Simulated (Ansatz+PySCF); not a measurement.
Results of a calculation; reference values are marked as such.
Input for Ansatz (development build ahead of 0.2.0):

```yaml
crystal:
  periodic: [false, false, false]
  atoms:
    - { symbol: C, position_ang: [0.0, -0.3194, -1.13691] }
    - { symbol: C, position_ang: [0.0, 0.61758, 0.14618] }
    - { symbol: C, position_ang: [0.0, -0.15372, 1.42347] }
    - { symbol: H, position_ang: [-0.88111, -0.96147, -1.14733] }
    - { symbol: H, position_ang: [0.88111, -0.96147, -1.14733] }
    - { symbol: H, position_ang: [0.0, 0.27477, -2.05176] }
    - { symbol: H, position_ang: [0.87696, 1.26739, 0.10624] }
    - { symbol: H, position_ang: [-0.87696, 1.26739, 0.10624] }
    - { symbol: H, position_ang: [-0.9244, -0.51553, 1.8506] }
    - { symbol: H, position_ang: [0.9244, -0.51553, 1.8506] }
basis:
  gaussian: { orbitals: cc-pVTZ }
magnetization:
  initial_magnetization: 1
hamiltonian:
  xc: hf
correlation:
  method: mp2
  frozen_orbitals: { C: 1, H: 0 }
output:
  forces: true
```

The input is written out in the form of the current development build from the run's settings. Correlation on restricted open-shell orbitals is semicanonical, with singles.

Results

```json
{"Converged": "yes", "Reference energy": "-117.66907 hartree", "Correlation energy": "-0.50980 hartree", "Total energy": "-118.17888 hartree", "Spin squared of the determinant": "0.750", "Stability test": "minimum among restricted orbitals", "Occupied orbitals by symmetry in an Abelian subgroup (alpha; beta)": "10 A' 3 A''; 9 A' 3 A''"}
```

Forces (eV/Å):
```
atom      Fx      Fy      Fz
  C1   0.000   0.549   0.762
  C2   0.000  -0.609  -0.622
  C3   0.000  -0.027  -0.167
  H4   0.036   0.083   0.077
  H5  -0.036   0.083   0.077
  H6   0.000   0.026   0.100
  H7  -0.035  -0.091  -0.075
  H8   0.035  -0.091  -0.075
  H9   0.065   0.039  -0.039
 H10  -0.065   0.039  -0.039
```
